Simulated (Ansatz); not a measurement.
## Ansatz (development build ahead of 0.2.0) run

```yaml
crystal:
  periodic: [false, false, false]
  atoms:
    - { symbol: C, position_ang: [0.03489, -0.0051, -0.45732] }
    - { symbol: C, position_ang: [0.04734, 1.1773, 0.201] }
    - { symbol: C, position_ang: [0.04732, -1.1769, 0.20139] }
    - { symbol: H, position_ang: [-0.0132, 0.03807, -1.61698] }
    - { symbol: H, position_ang: [0.03097, 2.1855, -0.33227] }
    - { symbol: H, position_ang: [0.03237, 1.19941, 1.34649] }
    - { symbol: H, position_ang: [-0.04322, -2.16758, -0.27929] }
    - { symbol: H, position_ang: [0.0366, -1.22623, 1.28307] }
basis:
  gaussian: { orbitals: cc-pVDZ }
total_charge: 1
hamiltonian:
  xc: hf
correlation:
  method: mp2
  frozen_orbitals: { C: 1, H: 0 }
```

The input is written out in the form of the current development build from the run's settings.

Results

- Converged: yes
- Reference energy: -116.19066 hartree
- Correlation energy: -0.37215 hartree
- Total energy: -116.56281 hartree
- Spin squared of the determinant: 0.000
